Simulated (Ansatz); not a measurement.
**Worked example: correlation energy of NS⁺, singlet**

Geometry: a PBE0/def2-TZVP stationary point for this spin.

```xyz
2

N     0.0000    0.0000    0.0000
S     0.0000    0.0000    1.4226
```

Basis cc-pVDZ; Ansatz 0.2.0. Only valence electrons are correlated (noble-gas cores frozen), which leaves 10 electrons in 26 orbitals. Prefix R: restricted or restricted open-shell reference.

Full CI isn't at hand for all of this; RCCSDTQ serves as the reference, and is uncertain by about the last step of the cluster series.

Runs differ by some tens of microhartree through their thresholds, so steps under 0.03 kcal/mol mean nothing.

| level | total energy (hartree) |
| --- | --- |
| RHF | -451.586874 |
| RMP2 | -451.889049 |
| RCCSD | -451.892050 |
| RCCSD(T) | -451.908298 |
| RCCSDT | -451.908277 |
| RCCSDT(Q) | -451.910774 |
| RCCSDTQ | -451.910387 |

Question: What is the correlation energy at RCCSDTQ, and what share of it do RMP2 and RCCSDT recover?

Answer: E(corr) = -451.910387 − (-451.586874) = -0.323513 hartree = -8.803 eV. RMP2: -0.302175 / -0.323513 = 93.40 %. RCCSDT: -0.321403 / -0.323513 = 99.35 %.

Question: By how many kcal/mol does RCCSD(T) miss RCCSDTQ (1 hartree = 627.509 kcal/mol), and which steps make up the rest?

Answer: -451.908298 − (-451.910387) = 0.002089 hartree = 1.31 kcal/mol. Steps: RCCSDT − RCCSD(T) = 0.01, RCCSDT(Q) − RCCSDT = -1.57, RCCSDTQ − RCCSDT(Q) = 0.24 kcal/mol. Differences between like states or geometries often cancel part of this.
